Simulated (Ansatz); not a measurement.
This geometry of AlH5S (7 atoms, charge 0, multiplicity 1) is a first-order saddle point.

Method: Ansatz, RKS PBE/def2-SVPD.

```xyz
7
Properties=species:S:1:pos:R:3
Al -0.719 -1.003 -0.587
S 0.790 0.921 0.526
H -0.101 -2.269 0.174
H -1.939 -0.197 0.081
H -0.354 -0.747 -2.124
H 0.285 1.949 1.255
H 2.099 1.278 0.630
```

(1) Which two structures does it join? (They come from a converged band through this point; their orientation in space is the band's.)

(2) How far does it lie above each of them?

## Answers

(1) No bond is made or broken. The height of S2 over the plane of its neighbours goes from -0.82 to 0.82 Å. The two ends are copies of one structure, up to a mirror image or an exchange of like atoms.

Initial state:

```xyz
7
Properties=species:S:1:pos:R:3
Al -0.627 -0.766 -0.530
S 0.630 0.703 1.180
H 0.048 -2.144 -0.053
H -2.092 -0.385 0.010
H -0.099 -0.074 -1.883
H 0.340 1.921 0.639
H 1.861 0.677 0.591
```

Final state:

```xyz
7
Properties=species:S:1:pos:R:3
Al -0.635 -0.665 -0.643
S 0.584 1.298 0.510
H 0.057 -1.879 0.154
H -2.108 -0.194 -0.202
H -0.110 -0.313 -2.121
H 0.422 0.889 1.802
H 1.852 0.796 0.454
```

(2) 0.39 eV above the first and 0.39 eV above the second. This is the barrier of this one path; another mechanism may lie lower.

The run took 76 s on 1 thread of Arm Neoverse V1, on a shared host, peak memory 0.15 GiB.
